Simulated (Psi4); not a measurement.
This Psi4 input (PBE0/aug-cc-pVTZ) gives -133.81337 Eh with 253 basis functions.

```
memory 8100 MB

molecule {
0 1
C    -0.02656740   -0.39643901    0.74037214
N    -0.04025319    0.87186173    0.00009760
C    -0.04739019   -0.39723479   -0.73890413
H     0.88684478    1.28341918   -0.01317394
H    -0.93332050   -0.60983971    1.29271705
H    -0.96932769   -0.61121579   -1.26527787
H     0.88822522   -0.70100522    1.23593203
H     0.85309603   -0.70234775   -1.25968851
}

set {
  basis aug-cc-pvtz
  scf_type df
}

energy('pbe0')
print_variables()
```

Change:
```diff
- basis aug-cc-pvtz
+ basis cc-pvdz
```

Question: What does the run give now?

Answer: -133.76865 Eh (PBE0/cc-pVDZ, 67 functions), a change of +44.72 mEh.
